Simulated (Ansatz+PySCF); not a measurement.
**Stretching singlet BH**

The B–H distance is varied.

Basis set: 6-31G (spherical functions). Frozen core: 1 orbital. Charge 0, multiplicity 1.

Computed with Ansatz (development build ahead of 0.2.0), each point on the determinant that the search for low states chose. Each curve is measured from its own lowest point listed.

| r(B–H) (Å) | RHF-CCSD (eV) | UHF-CCSD (eV) | PBE0 (restricted) (eV) |
| --- | --- | --- | --- |
| 1.127 | 0.190 | 0.189 | 0.168 |
| 1.190 | 0.039 | 0.038 | 0.024 |
| 1.315 | 0.000 | 0.000 | 0.000 |
| 1.378 | 0.064 | 0.064 | 0.073 |
| 1.440 | 0.160 | 0.160 | 0.183 |
| 1.503 | 0.279 | 0.279 | 0.317 |
| 1.628 | 0.555 | 0.555 | 0.632 |
| 1.691 | 0.701 | 0.701 | 0.803 |
| 1.753 | 0.850 | 0.850 | 0.979 |
| 1.879 | 1.145 | 1.147 | 1.337 |
| 1.941 | 1.289 | 1.292 | 1.516 |
| 2.066 | 1.565 | 1.570 | 1.869 |
| 2.317 | 2.052 | 2.060 | 2.535 |
| 2.442 | 2.256 | 2.264 | 2.840 |
| 2.567 | 2.432 | 2.439 | 3.125 |
| 2.693 | 2.581 | 2.584 | 3.388 |
| 2.943 | 2.801 | 2.791 | 3.852 |
| 3.068 | 2.879 | 2.860 | 4.055 |

Problem. Give the UHF curve at the same distances.

Solution.

```tsv
r (Å)	E (eV)
1.127	0.095
1.190	0.000
1.315	0.075
1.378	0.197
1.440	0.353
1.503	0.531
1.628	0.927
1.691	1.135
1.753	1.346
1.879	1.751
1.941	1.906
2.066	2.128
2.317	2.385
2.442	2.461
2.567	2.515
2.693	2.554
2.943	2.601
3.068	2.615
```

Caution for UHF at some points, UHF-CCSD at some points: the unrestricted determinant is a mixture of spin states. Caution for RHF-CCSD at some points, UHF-CCSD at some points: bonds are stretched, where a single reference can fail; large amplitudes, a single reference is doubtful; the amplitudes may be one of several solutions. Caution for RHF-CCSD at some points, PBE0 (restricted) at some points: an unrestricted determinant lies well below. Caution for RHF-CCSD at some points: very large amplitudes, the method is breaking down. Caution for UHF-CCSD at some points: a plain start can end on a higher determinant. Caution for PBE0 (restricted) at some points: charge can spread falsely over distant fragments.
